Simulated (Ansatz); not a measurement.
fcc Pb

Level of theory: PBE+SOC in Ansatz (plane waves, PAW).

Settings: plane-wave cutoff 520 eV, 20×20×20 k mesh, Fermi–Dirac smearing 0.05 eV, PAW data made under PBE.

Cell (relaxed at this level):

```yaml
crystal:
  lattice:
    - [0.00000, 2.52371, 2.52371]
    - [2.52371, 0.00000, 2.52371]
    - [2.52371, 2.52371, 0.00000]
  atoms:
    - { symbol: Pb, position: [0.00000, 0.00000, 0.00000] }
```

```
Item                                               Result
------------------------------------------  -------------
bulk modulus B0                                  37.4 GPa
band gap                                    zero (no gap)
pressure derivative B′ of the bulk modulus            4.9
```

Measured, for comparison: bulk modulus 47 GPa (corrected for temperature and zero-point phonon effects; as tabulated in Levämäki et al. (2014), arXiv:1402.3671). Computed (rounded) less measured: bulk modulus -20 %.

Static lattice: no zero-point or thermal effects.

Ansatz is a first-principles code.
